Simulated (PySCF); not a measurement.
# Gas-phase thermal properties of C2HF

Computed with PySCF (xtb for GFN2) and rigid-rotor harmonic-oscillator thermochemistry at 1 bar. The comparison is the NASA 1993 polynomial table, which mixes measured and estimated data. 6-31G* has spherical d functions here. All species are closed-shell singlets. B3LYP is the form with VWN-RPA correlation. The harmonic model lacks anharmonicity and excited electronic states, which grow with temperature; levels with a mode under 35 cm⁻¹ are left out. The table's entry may be an old estimate for C2HF (not checked at source).

| level | point group | σ | ZPE (kJ/mol) | S°298 (J/mol/K) | Cp298 (J/mol/K) | S°1000 (J/mol/K) | H1000 − H298 (kJ/mol) |
|---|---|---|---|---|---|---|---|
| table | - | - | - | 231.6 | 52.4 | 308.3 | 45.9 |
| B3LYP/6-31G* | C∞v | 1 | 53.5 | 230.4 | 51.3 | 306.2 | 45.4 |
| GFN2-xTB | C∞v | 1 | 51.7 | 235.4 | 53.1 | 312.1 | 45.8 |
| HF/6-31G* | C∞v | 1 | 59.2 | 225.7 | 46.5 | 297.8 | 43.5 |
| PBE/def2-SVP | C∞v | 1 | 52.4 | 230.7 | 51.5 | 306.7 | 45.5 |
| PBE0/def2-TZVP | C∞v | 1 | 54.1 | 229.0 | 50.3 | 304.2 | 45.1 |
σ: rotational symmetry number. Electronic degeneracy used: 1. Frequencies are unscaled.
